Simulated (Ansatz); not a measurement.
`C/C=C/CF` and `C/C=C/CCC` differ in one atom or group.

Ansatz, PBE0-D4/def2-TZVP geometries, multiplicity 1. Each molecule was computed in one conformer, which needn't be the lowest.

```tsv
property	`C/C=C/CF`
LUMO energy (ωB97M-V/def2-TZVPP) / eV	2.60
HOMO energy (B3LYP/def2-TZVPP) / eV	-6.99
HOMO–LUMO gap (B3LYP/def2-TZVPP) / eV	7.22
HOMO–LUMO gap (PBE0/def2-TZVPP) / eV	7.68
size of the dipole moment (B3LYP/def2-TZVPP) / D	1.65
HOMO energy (PBE/def2-TZVPP) / eV	-6.05
```

(1) What does the change do to each property? (Best estimate.)

## Answers

(1) The calculation gave: 
```
                                        property  `C/C=C/CCC`  shift
           LUMO energy (ωB97M-V/def2-TZVPP) / eV         2.57  -0.03
             HOMO energy (B3LYP/def2-TZVPP) / eV        -6.69   0.30
           HOMO–LUMO gap (B3LYP/def2-TZVPP) / eV         7.07  -0.15
            HOMO–LUMO gap (PBE0/def2-TZVPP) / eV         7.53  -0.15
size of the dipole moment (B3LYP/def2-TZVPP) / D         0.03  -1.62
               HOMO energy (PBE/def2-TZVPP) / eV        -5.80   0.25
```

With PBE0 the HOMO rises by 0.29 eV and the LUMO rises by 0.14 eV, so the gap narrows by about 0.15 eV. PBE moves the HOMO by 0.25 eV and ωB97M-V by 0.30 eV.

B3LYP here is the variant with VWN-RPA as its local correlation; programs differ in this.
